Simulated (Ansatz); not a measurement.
# C₃H₉NO: one species, many methods

How much do the methods differ for C₃H₉NO? The plan is to run it at one geometry with functionals of several rungs and with coupled cluster. The yardstick is the atomisation energy at the CCSD(T) limit.

Computed with Ansatz 0.2.0, Gaussian basis. Level: functionals in def2-TZVPP, the program's frozen cores in correlated methods.

The runs, in order: LDA (SPW92), PBE-D4, revPBE-D4, BLYP-D4, r2SCAN-D4, B97M-V, PBE0-D4, B3LYP-D4, r2SCANh-D4, r2SCAN0-D4, HSE06-D4, BHLYP-D4, CAM-B3LYP-D4, LC-ωPBE, ωB97X-V, ωB97M-V, B2PLYP, PBE-QIDH; CCSD(T)/def2-SVP; CCSD(T)/def2-TZVPP; MP2/def2-QZVPP; extrapolation to the limit; RPA on PBE.

## Step 1: The geometry

The geometry comes from an earlier relaxation with PBE0-D4 in a triple-zeta def2 set; it is a stationary point, not always the lowest conformer.

SMILES `CC(O)CN`, 14 atoms, charge 0, spin multiplicity 1.

Atoms are counted from 1 here; the program's logs count them from 0.

Bond lengths: C1–C2 1.509 Å, C1–H6 1.093 Å, C1–H7 1.091 Å, C1–H8 1.093 Å, C2–O3 1.408 Å, C2–C4 1.522 Å, C2–H9 1.105 Å, O3–H10 0.969 Å, C4–N5 1.457 Å, C4–H11 1.094 Å, C4–H12 1.099 Å, N5–H13 1.010 Å, N5–H14 1.012 Å. Angles: C2–C1–H6 110.9°, C2–C1–H7 110.3°, C2–C1–H8 110.2°, H6–C1–H7 108.4°, H6–C1–H8 108.8°, H7–C1–H8 108.1°, C1–C2–O3 108.9°, C1–C2–C4 112.4°, C1–C2–H9 108.8°, O3–C2–C4 109.3°, O3–C2–H9 109.6°, C4–C2–H9 107.9°, C2–O3–H10 104.6°, C2–C4–N5 108.9°, C2–C4–H11 108.1°, C2–C4–H12 109.8°, N5–C4–H11 108.0°, N5–C4–H12 114.2° and more.

## Step 2: LDA

This LDA is Slater exchange with PW92 correlation.

File in.yaml:

```yaml
crystal:
  periodic: [false, false, false]
  atoms:
    - {symbol: C, position_ang: [-1.718765, 0.317726, 0.512547]}
    - {symbol: C, position_ang: [-0.334776, 0.537408, -0.047667]}
    - {symbol: O, position_ang: [0.364832, 1.417912, 0.799077]}
    - {symbol: C, position_ang: [0.448756, -0.760485, -0.181435]}
    - {symbol: N, position_ang: [1.818585, -0.447237, -0.566473]}
    - {symbol: H, position_ang: [-2.303255, -0.338874, -0.136714]}
    - {symbol: H, position_ang: [-2.245420, 1.268858, 0.604243]}
    - {symbol: H, position_ang: [-1.656175, -0.133369, 1.506012]}
    - {symbol: H, position_ang: [-0.424911, 0.984232, -1.054541]}
    - {symbol: H, position_ang: [1.299549, 1.263521, 0.594586]}
    - {symbol: H, position_ang: [0.475915, -1.244250, 0.799840]}
    - {symbol: H, position_ang: [-0.069135, -1.438976, -0.873952]}
    - {symbol: H, position_ang: [2.447909, -1.212833, -0.370813]}
    - {symbol: H, position_ang: [1.883792, -0.242732, -1.555809]}
basis:
  gaussian: {orbitals: def2-TZVPP}
hamiltonian: {xc: lda}
output: {orbitals: {seedname: orbitals}}
```

The run is started by

```sh
$ ansatz run in.yaml --threads 4 --pin off --events-out ev --progress --plain --max-ram 10444MiB
```

After this run come: PBE-D4 (GGA); revPBE-D4 (GGA); BLYP-D4 (GGA); r2SCAN-D4 (meta-GGA); B97M-V (meta-GGA); B3LYP-D4 (hybrid); r2SCANh-D4 (hybrid); r2SCAN0-D4 (hybrid); HSE06-D4 (hybrid); BHLYP-D4 (hybrid); CAM-B3LYP-D4 (range-separated); LC-ωPBE (range-separated); ωB97X-V (range-separated); ωB97M-V (range-separated); B2PLYP (double hybrid); PBE-QIDH (double hybrid); CCSD(T) in def2-SVP; CCSD(T) in def2-TZVPP; MP2 in def2-QZVPP; RPA on PBE orbitals.

**Question.** What will the summary of the whole plan be? Wanted: atomisation energy, CCSD(T)/CBS; farthest beyond LDA; mean size of error, GGA; mean size of error, meta-GGA; mean size of error, hybrid; mean size of error, range-separated; mean size of error, double hybrid; gap, smallest and largest; T1 diagnostic.

As calculated:

| quantity | value |
| --- | --- |
| atomisation energy, CCSD(T)/CBS | 1278.0 kcal/mol |
| functionals within 6.4 kcal/mol (0.5 %) | revPBE-D4, BLYP-D4, r2SCAN-D4, B97M-V, PBE0-D4, B3LYP-D4, HSE06-D4, LC-ωPBE, ωB97X-V, ωB97M-V |
| farthest beyond LDA | BHLYP-D4 (-38.4 kcal/mol) |
| mean size of error, GGA | 11.0 kcal/mol |
| mean size of error, meta-GGA | 2.4 kcal/mol |
| mean size of error, hybrid | 12.7 kcal/mol |
| mean size of error, range-separated | 3.7 kcal/mol |
| mean size of error, double hybrid | 11.4 kcal/mol |
| gap, smallest and largest | 5.59 eV (BLYP-D4), 12.95 eV (LC-ωPBE) |
| T1 diagnostic | 0.0097 |
| triples share of the correlation energy | 3.7 % |

In words: The LDA atomisation energy is off by 191.0 kcal/mol (15 %): it overbinds. PBE-D4 is off by +27.3 kcal/mol. Double hybrids carry the basis error of their MP2 part in triple zeta, and no dispersion term here, so their miss is partly the set-up's. The rungs meta-GGA, range-separated miss on average by less than the doubt on the reference (6.4 kcal/mol), so they tie. Misses under about 6.4 kcal/mol are within the doubt on the reference itself, which lacks core-valence correlation, relativity and higher excitations. Hartree-Fock recovers 72 % of the binding; the rest is correlation. CCSD(T) in def2-SVP is off by -63.5 kcal/mol, so the small basis spoils what the method gains. Orbital gaps span 5.6 to 13.0 eV; exact exchange widens them.
